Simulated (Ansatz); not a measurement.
**C3H5FO: up Jacob's ladder to CCSD(T)**

Aim: compute C3H5FO with functionals from several rungs and with coupled cluster. The yardstick is the atomisation energy at the CCSD(T) limit.

Computed with Ansatz 0.2.0, Gaussian basis. Level: functionals in def2-TZVPP, the program's frozen cores in correlated methods.

Levels to be run: LDA (SPW92), PBE-D4, revPBE-D4, BLYP-D4, r2SCAN-D4, B97M-V, PBE0-D4, B3LYP-D4, r2SCANh-D4, r2SCAN0-D4, HSE06-D4, BHLYP-D4, CAM-B3LYP-D4, LC-ωPBE, ωB97X-V, ωB97M-V, B2PLYP, PBE-QIDH; CCSD(T)/def2-SVP; CCSD(T)/def2-TZVPP; MP2/def2-QZVPP; extrapolation to the limit; RPA on PBE.

## 1. The relaxed structure

All runs share one geometry, relaxed beforehand with PBE0-D4 in a triple-zeta def2 set.

10 atoms, charge 0, spin multiplicity 1.

Atoms are counted from 1 here; the program's logs count them from 0.

Bond lengths: C1–C2 1.490 Å, C1–H6 1.089 Å, C1–H7 1.091 Å, C1–H8 1.092 Å, C2–F3 1.362 Å, C2–C4 1.452 Å, C2–O5 1.381 Å, C4–O5 1.439 Å, C4–H9 1.087 Å, C4–H10 1.086 Å. Angles: C2–C1–H6 110.0°, C2–C1–H7 110.3°, C2–C1–H8 109.4°, H6–C1–H7 109.3°, H6–C1–H8 109.0°, H7–C1–H8 108.7°, C1–C2–F3 111.2°, C1–C2–C4 126.5°, C1–C2–O5 118.7°, F3–C2–C4 116.5°, F3–C2–O5 113.5°, C4–C2–O5 61.0°, C2–C4–O5 57.0°, C2–C4–H9 120.6°, C2–C4–H10 118.4°, O5–C4–H9 115.2°, O5–C4–H10 114.7°, H9–C4–H10 116.6° and more.

As a file:

```csv
atom,x (Å),y (Å),z (Å)
C1,-0.8162,-0.9664,0.0096
C2,0.3048,-0.0504,-0.3440
F3,1.2847,-0.7091,-1.0230
C4,0.7072,1.1415,0.3821
O5,0.0065,1.1893,-0.8739
H6,-1.5822,-0.4228,0.5615
H7,-0.4514,-1.7941,0.6192
H8,-1.2565,-1.3713,-0.9037
H9,0.1388,1.4834,1.2428
H10,1.7474,1.4490,0.3325
```

## 2. LDA

This LDA is Slater exchange with PW92 correlation.

File in.yaml:

```yaml
crystal:
  periodic: [false, false, false]
  atoms:
    - {symbol: C, position_ang: [-0.816183, -0.966444, 0.009610]}
    - {symbol: C, position_ang: [0.304791, -0.050369, -0.344035]}
    - {symbol: F, position_ang: [1.284660, -0.709112, -1.023010]}
    - {symbol: C, position_ang: [0.707237, 1.141476, 0.382103]}
    - {symbol: O, position_ang: [0.006545, 1.189259, -0.873920]}
    - {symbol: H, position_ang: [-1.582176, -0.422784, 0.561503]}
    - {symbol: H, position_ang: [-0.451426, -1.794132, 0.619162]}
    - {symbol: H, position_ang: [-1.256526, -1.371342, -0.903687]}
    - {symbol: H, position_ang: [0.138780, 1.483436, 1.242812]}
    - {symbol: H, position_ang: [1.747396, 1.449012, 0.332461]}
basis:
  gaussian: {orbitals: def2-TZVPP}
hamiltonian: {xc: lda}
output: {orbitals: {seedname: orbitals}}
```

Launch:

```
ansatz run in.yaml --threads 4 --pin off --events-out ev --progress --plain --max-ram 10444MiB
```

Further steps of the session: PBE-D4 (GGA); revPBE-D4 (GGA); BLYP-D4 (GGA); r2SCAN-D4 (meta-GGA); B97M-V (meta-GGA); PBE0-D4 (hybrid); B3LYP-D4 (hybrid); r2SCANh-D4 (hybrid); r2SCAN0-D4 (hybrid); HSE06-D4 (hybrid); BHLYP-D4 (hybrid); CAM-B3LYP-D4 (range-separated); LC-ωPBE (range-separated); ωB97X-V (range-separated); ωB97M-V (range-separated); B2PLYP (double hybrid); PBE-QIDH (double hybrid); CCSD(T) in def2-SVP; CCSD(T) in def2-TZVPP; MP2 in def2-QZVPP; RPA on PBE orbitals.

Before running them: what should the planned runs give, taken together? Wanted: atomisation energy, CCSD(T)/CBS; farthest beyond LDA; mean size of error, GGA; mean size of error, meta-GGA; mean size of error, hybrid; mean size of error, range-separated; mean size of error, double hybrid; gap, smallest and largest; T1 diagnostic.

As calculated:

```
                               quantity                                                     value
        atomisation energy, CCSD(T)/CBS                                             4038.5 kJ/mol
 functionals within 20.2 kJ/mol (0.5 %)  BLYP-D4, B97M-V, B3LYP-D4, r2SCANh-D4, ωB97X-V, PBE-QIDH
                    farthest beyond LDA                                  BHLYP-D4 (-161.2 kJ/mol)
                mean size of error, GGA                                               59.0 kJ/mol
           mean size of error, meta-GGA                                               21.7 kJ/mol
             mean size of error, hybrid                                               51.6 kJ/mol
    mean size of error, range-separated                                               24.6 kJ/mol
      mean size of error, double hybrid                                               21.2 kJ/mol
              gap, smallest and largest                     7.34 eV (BLYP-D4), 14.85 eV (LC-ωPBE)
                          T1 diagnostic                                                    0.0115
triples share of the correlation energy                                                     3.7 %
```

In words: LDA overbinds by 701.7 kJ/mol (17 %). PBE-D4 misses by +145.3 kJ/mol. Double hybrids carry the basis error of their MP2 part in triple zeta, and no dispersion term here, so their miss is partly the set-up's. By mean error the best rung here is double hybrid (21.2 kJ/mol) and the worst beyond LDA is GGA (59.0 kJ/mol). The gap between the best rungs is small, so their order is not settled. Misses under about 20.2 kJ/mol are within the doubt on the reference itself, which lacks core-valence correlation, relativity and higher excitations. Hartree-Fock recovers 71 % of the binding; the rest is correlation. CCSD(T) in def2-SVP is off by -179.1 kJ/mol, so the small basis spoils what the method gains. The gap grows from 7.3 to 14.8 eV across the functionals, mostly with the share of exact exchange.
